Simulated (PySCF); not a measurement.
Stepwise substitution at one centre (Al F-Cl). Gas-phase values, no solvent. Strings in code marks are SMILES.

These are PySCF 2.14.0 with PBE-D3(BJ)/def2-TZVP // ωB97X-D3(BJ)/def2-TZVP values and carry that method's errors. 

| species | dipole moment (D) | LUMO (eV) | S1 oscillator strength |
|---|---|---|---|
| 0 of 3 F replaced by Cl | 0.01 | -2.43 | 0.000 |
| 1 of 3 F replaced by Cl (`[F][Al]([F])[Cl]`) | 0.49 | -2.29 | 0.013 |
| 2 of 3 F replaced by Cl (`[Al]([Cl])([Cl])[F]`) | 0.48 | -2.18 | 0.007 |
| 3 of 3 F replaced by Cl | 0.00 | -2.09 | 0.000 |
